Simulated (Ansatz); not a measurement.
Results of revPBE (Ansatz, a first-principles code, plane waves, PAW) for hcp Tc.

Numerical settings: plane-wave cutoff 520 eV, 24×24×12 k mesh (along the axes of the cell as run), Fermi–Dirac smearing 0.05 eV, no spin polarisation, scalar-relativistic PAW data made under PBE.

Computed at the level's own relaxed cell.

Question: Predict the lattice constant a, volume per atom, lattice parameter c and bulk modulus B0.

Answer: 
- lattice constant a: 2.760 Å
- volume per atom: 14.57 Å³/atom
- lattice parameter c: 4.417 Å
- bulk modulus B0: 290 GPa

The run finds no gap.

Measured, for comparison: lattice constant a 2.741 Å, lattice parameter c 4.399 Å (293 K, not corrected to a static lattice; as tabulated in Wikipedia's data pages); bulk modulus 303 GPa (zero-point energy and finite temperature contributions removed; as tabulated in doi:10.1021/acs.jctc.3c00612). Computed (rounded) less measured: lattice constant a +0.7 %, lattice parameter c +0.4 %, bulk modulus -4 %.

Note: the bulk modulus comes from volumes at which shape and atoms were relaxed.

Computed values are for the static lattice.
